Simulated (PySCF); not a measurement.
Gas-phase reaction: 3 SiH + 3 O2 + HCl = 2 SiO(OH)2 + SiCl, at 2000 K and a standard pressure of 1 bar. Level: r2SCAN/def2-TZVP†.

Energies from PySCF, thermal terms from the rigid-rotor harmonic-oscillator model, ideal gas at 1 bar. † marks an energy on the PBE0/def2-TZVP geometry and frequencies. Open shells (unrestricted): SiH (multiplicity 2, electronic degeneracy 4), O2 (multiplicity 3), SiCl (multiplicity 2, electronic degeneracy 4); the rest are closed-shell singlets. Spin-orbit splitting is ignored; it lowers the true energy and changes the entropy of SiH, SiCl. SiO(OH)2: computed as isolated molecules; such fragments, hydroxides, amides, oligomers or adducts are transient or little studied in the gas. The harmonic model lacks anharmonicity and excited electronic states, which grow with temperature; levels with a mode under 35 cm⁻¹ are left out. Internal rotation in SiO(OH)2 is treated as a harmonic vibration of one conformer, which makes the entropy rough.

```tsv
species	E (Ha)	H(2000 K) − E (kJ/mol)	S°(2000 K) (J/mol/K)
SiH	-289.95599	77.7	259.7
O2	-150.32392	76.9	267.3
HCl	-460.78482	80.8	245.6
SiO(OH)2	-516.46567	289.4	488.1
SiCl	-749.62347	75.0	308.0
```
E: electronic energy; H − E holds the zero-point and thermal terms. 1 Ha = 2625.5 kJ/mol.

### Question
Work out ΔH°, ΔS°, ΔG° and log10 K from these numbers.

### Answer
1. ΔE = 2×(-516.46567) + 1×(-749.62347) − 3×(-289.95599) − 3×(-150.32392) − 1×(-460.78482) = -0.93026 Ha = -2442.4 kJ.
2. Δ(H − E) = 2×(289.4) + 1×(75.0) − 3×(77.7) − 3×(76.9) − 1×(80.8) = 109.2 kJ, so ΔH° = -2333.2 kJ.
3. ΔS° = 2×(488.1) + 1×(308.0) − 3×(259.7) − 3×(267.3) − 1×(245.6) = -542.4 J/K; the number of gas molecules changes by -4.
4. ΔG° = ΔH° − TΔS° = -2333.2 − 2000×(-542.4)/1000 = -1248.4 kJ.
5. log10 K = −ΔG°/(RT ln 10) = 32.60, with RT ln 10 = 38.29 kJ/mol; at standard pressures the products are favoured.
6. A shift of 10 kJ in ΔE would move log10 K by 0.26 here.
For scale, ΔH°(298 K) is -2372 kJ at this level, -2426 kJ at ωB97M-V/def2-TZVP†, and runs from -3356 to -1914 kJ over the 20 levels computed.
